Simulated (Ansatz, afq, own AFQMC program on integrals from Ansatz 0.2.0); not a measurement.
**AlGeH₃, singlet: AFQMC among the cluster methods**

| atom | x (Å) | y (Å) | z (Å) |
| --- | --- | --- | --- |
| Ge | -0.0435 | 0.0000 | 0.6609 |
| Al | 0.0186 | 0.0000 | -1.8272 |
| H | 0.7484 | -1.0660 | -0.3451 |
| H | 0.7484 | 1.0660 | -0.3451 |
| H | 1.1389 | 0.0000 | 1.9753 |

Connectivity, by distances: GeH–Al, 2 bridging H.

Basis cc-pVDZ. Noble-gas cores (and the filled d shells of Ga–Kr and In–Xe) are frozen. Ansatz 0.2.0 and our own AFQMC program on the same integrals; the CISD trial comes from CCSD amplitudes, and released means the phaseless constraint is let go. Uncertainties: one standard error, sampling alone. No spin–orbit coupling.

Determinant: RHF, the one that the program's search chose, which needn't be the lowest solution. The geometry is a point of a scan.

No full CI on the walks' own integrals is used here; CCSDT(Q) serves as the reference and is uncertain by about the last step of the cluster series.

Cautions: no relativity below Rb; no spin-orbit coupling; inner d shell frozen.

```
T1 diagnostic                               : 0.0191
weight of the determinant in the CISD state : 0.845
size of the correlated space                : 10 electrons in 41 orbitals
```

```json
{"level": "MP2", "correlation energy (eV)": "-4.4058"}
{"level": "CCSD", "correlation energy (eV)": "-5.4915"}
{"level": "CCSD(T)", "correlation energy (eV)": "-5.6928"}
```

(1) Estimate where AFQMC with the constraint released lies against CCSD(T) on the same integrals.

(1) 31.8 ± 13.4 meV below CCSD(T).

Reference: CCSDT(Q), correlation energy -5.742 eV. The released energy is read at 2.40 1/Eh (meV from the phaseless value at times in 1/Eh: -12 ± 13 at 0.24, -1 ± 11 at 0.51, 7 ± 11 at 0.99, 0 ± 11 at 1.62, 13 ± 13 at 2.40).

```tsv
level	E − E(reference) (meV)	share of correlation (%)
CCSD(T)	49.1	99.14
CCSDT	12.2	99.79
ph-AFQMC/CISD	4.0 ± 12.7	99.93
released AFQMC	17.3 ± 13.4	99.70
```

A walk keeps the symmetry of its determinant, which the program's search chose and which needn't be the lowest solution, so a lower state of the same spin and another symmetry isn't excluded. Released energies are given only where the last usable release times agree within the noise; a slower fall can still hide under it.
